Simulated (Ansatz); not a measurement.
Reaction (SMILES): [N]=O (N-O) → NO+ (singlet, bonded as [N]=O) + e-
B3LYP-D3(BJ)/def2-TZVP geometries, fixed; electronic energies without zero-point terms.
Largest species:
```
N
O 1 1.1449
```
Charge 0, spin multiplicity 2.

Basis-set convergence of the adiabatic ionisation energy at PBE with Ansatz (a first-principles code). Cartesian d functions, on some or all atoms, in 6-31G**, 6-31+G*; all else is spherical. The program fits the integrals of some runs and decomposes those of others, by size. Open shells are unrestricted. No added dispersion term, no relativity. Functions are those of the species that has most. Reference: the value in aug-cc-pV5Z, 9.493 eV, itself unsure by roughly 0.002 eV (its mean distance from pcseg-4, aug-pcseg-3, aug-cc-pVQZ). Deviations are taken from unrounded values.

| basis | functions | adiabatic ionisation energy (eV) | minus reference (eV) |
|---|---|---|---|
| STO-3G | 10 | 9.997 | 0.503 |
| cc-pVDZ | 28 | 9.388 | -0.105 |
| 6-31G** | 30 | 9.542 | 0.049 |
| 6-311G** | 36 | 9.455 | -0.038 |
| 6-31+G* | 38 | 9.696 | 0.203 |
| def2-SVPD | 43 | 9.676 | 0.183 |
| 6-311+G** | 44 | 9.570 | 0.077 |
| cc-pVTZ | 60 | 9.442 | -0.051 |
| pcseg-2 | 60 | 9.505 | 0.012 |
| 6-311++G(3df,3pd) | 78 | 9.503 | 0.010 |
| jun-cc-pV(T+d)Z | 78 | 9.509 | 0.015 |
| aug-cc-pVTZ | 92 | 9.508 | 0.015 |
| aug-pcseg-2 | 92 | 9.514 | 0.021 |
| def2-QZVPP | 114 | 9.475 | -0.018 |
| pcseg-3 | 120 | 9.490 | -0.004 |
| aug-cc-pVQZ | 160 | 9.496 | 0.003 |
| pcseg-4 | 202 | 9.491 | -0.002 |
| aug-cc-pV5Z | 254 | 9.493 | 0.000 |
